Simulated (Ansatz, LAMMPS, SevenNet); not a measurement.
# Elastic constant C11 of fluorite CeO₂: levels of theory against measurement

Reference value: 403 GPa (measured, temperature not stated, no zero-point or thermal correction; as tabulated in Atomistic and experimental study on thermal conductivity of bulk and porous …).

Problem. What do ionic model grimes2000, SevenNet-0, LDA, PBE, r²SCAN give, and how far is each from the reference?

Solution. 
| level (code) | value (GPa) | cell (Å³/atom) | difference (%) |
|---|---|---|---|
| ionic model grimes2000 (shell model, LAMMPS) | 554 | 13.20 | +37 |
| SevenNet-0 | 300 | 13.60 | -26 |
| LDA (Ansatz) | 377 | 12.82 | -6.5 |
| PBE (Ansatz) | 332 | 13.59 | -17.6 |
| r²SCAN (Ansatz) | 364 | 13.39 | -9.7 |

The reference's temperature isn't stated, so close values are not ranked against it. Off by more than 25 %, or 35 % on the side where a correction would as a rule narrow the miss (bounds picked here): ionic model grimes2000 (+37 %), SevenNet-0 (-26 %).

The measured value isn't corrected to a static lattice, so vibrations enter the comparison. A static lattice is as a rule stiffer than a warm one, by over a tenth in soft solids. The crystal itself was run without spin with LDA, PBE, r²SCAN; a magnetic state was not tried in these runs. Each level is taken at its own relaxed cell. Cutoffs differ between the levels. Ansatz's density-functional and Hartree–Fock values are scalar-relativistic unless marked +SOC, with PAW data made under PBE.

Empirical potentials (ionic model grimes2000) are fitted to chosen data: where that held the value shown, agreement is built in, and what lay outside the fit can be far off. Machine-learned potentials (SevenNet-0) are trained on DFT data: a solid inside that data is no test of them.

Differences are worked out from the printed values.

Ansatz is an electronic-structure program.
